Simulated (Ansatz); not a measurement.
# BH− (doublet): inputs that go wrong at distance B1–H2 = 1.005 Å

3 inputs are run for BH− (doublet) as typed; the log has to tell whether the result can be used and what must change.

The runs use Ansatz 0.2.0, Gaussian basis; the settings change from run to run.

17 further runs of the same task are left out: 14 that didn't finish, 3 set aside as unsound or not needed.

**1. The geometry**

The geometry derives from a PBE0/def2-TZVPD stationary point (not a proven minimum). One bond is set to the value named and the two fragments are kept rigid.

2 atoms, charge -1, spin multiplicity 2.

Atoms are counted from 1 here; the program's logs count them from 0.

Bond lengths: B1–H2 1.005 Å.

**2. Input 1**

File in.yaml:

```yaml
crystal:
  periodic: [false, false, false]
  atoms:
    - {symbol: B, position_ang: [0.000000, 0.000000, 0.000000]}
    - {symbol: H, position_ang: [0.000000, 0.000000, 1.005000]}
basis:
  gaussian: {orbitals: cc-pVTZ-DK, point_charges: [{charge: 0.50, position_ang: [4.169, -0.813, -0.662]}]}
total_charge: -1
magnetization: {spin_polarized: false, initial_magnetization: 1}
correlation: {method: fic_mrcisd_q, electrons: valence}
output: {forces: true}
```

Started as:

```bash
$ ansatz run in.yaml --threads 1 --pin off --events-out ev --progress --plain --max-ram 2393MiB
```

Output:

```text
Error: this correlation method needs an active space: name one as the reference
```

Run time: 0.03 s. Hardware: 1 thread of Arm Neoverse N1, shared host.

What is wrong: The run was refused. This method needs an active space and has none. To mend it, add an active_space block.

**3. Input 2**

File in.yaml:

```yaml
crystal:
  periodic: [false, false, false]
  atoms:
    - {symbol: B, position_ang: [0.000000, 0.000000, 0.000000]}
    - {symbol: H, position_ang: [0.000000, 0.000000, 1.005000]}
basis:
  gaussian: {orbitals: aug-cc-pVDZ}
total_charge: -1
magnetization: {spin_polarized: false, initial_magnetization: 2}
correlation: {method: fic_nevpt4_sd, electrons: outside_noble_gas, active_space: {window: {electrons: 5, orbitals: 5}}}
```

Launched as before.

Output:

```text
Error: a molecule whose nuclei and cores have a total charge of 6 cannot have a net charge of -1 together with 2 unpaired electrons
```

Run time: 0.03 s. Hardware: 1 thread of Arm Neoverse N1, shared host.

What is wrong: The run was refused. The number of unpaired electrons doesn't fit the electron count. Cure: make charge and initial_magnetization agree.

**4. Input 3**

File in.yaml:

```yaml
crystal:
  periodic: [false, false, false]
  atoms:
    - {symbol: B, position_ang: [0.000000, 0.000000, 0.000000]}
    - {symbol: H, position_ang: [0.000000, 0.000000, 1.005000]}
basis:
  gaussian: {orbitals: def2-SVPD, fitting: {mean_field: def2-universal-jkfit}}
total_charge: -1
magnetization: {spin_polarized: false, initial_magnetization: 1}
correlation: {active_space: {window: {electrons: 3, orbitals: 3}, states: [{multiplicity: 2, weights: [1, 1]}], root: 2}}
```

Same command.

Output:

```text
Error: the active space averages no state 2, counted from zero
```

Wall time 0.03 s (1 thread of Arm Neoverse N1, shared host).

**Diagnosis.** The run was refused. The root asked for lies beyond the states averaged. Cure: average more states or name a lower root.

**5. How the runs ended**

| input | level | ended | cause | time |
| --- | --- | --- | --- | --- |
| 1 | 'fic_mrcisd_q'/cc-pVTZ-DK | refused | this method needs an active space and has none | 0.03 s |
| 2 | NEVPT4(SD)(5,5)/aug-cc-pVDZ | refused | the number of unpaired electrons doesn't fit the electron count | 0.03 s |
| 3 | CASSCF(3,3)/def2-SVPD | refused | the root asked for lies beyond the states averaged | 0.03 s |

3 refused.
